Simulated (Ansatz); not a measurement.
Basis-set extrapolation for `C/C(F)=C(/O)F` (PBE0-D4/def2-TZVP geometry, frozen core, Ansatz). Multiplicity 1, RHF reference.

|  | def2-TZVPP | def2-QZVPP |
| --- | --- | --- |
| HF | -389.801903 | -389.819248 |
| MP2 correlation | -1.215904 | -1.315446 |
| CCSD(T) correlation | -1.284726 | not run |

Energies in hartree. Use E(X) = E(∞) + A·exp(−7.88·√X) for Hartree–Fock and E(X) = E(∞) + B·X^(−2.97) for correlation, with X = 3 and 4, and add CCSD(T) minus MP2 of the smaller set to the MP2 limit.

Q: What is the CCSD(T) energy at the basis-set limit?

A: HF limit: -389.819248 + (-0.017345) × 0.13774 = -389.82164. MP2 limit: -1.315446 + (-0.099542) × 0.74074 = -1.38918. Higher-order term: -1.284726 − (-1.215904) = -0.06882. Total: -391.27964 hartree, 5.25 eV below CCSD(T)/def2-TZVPP.
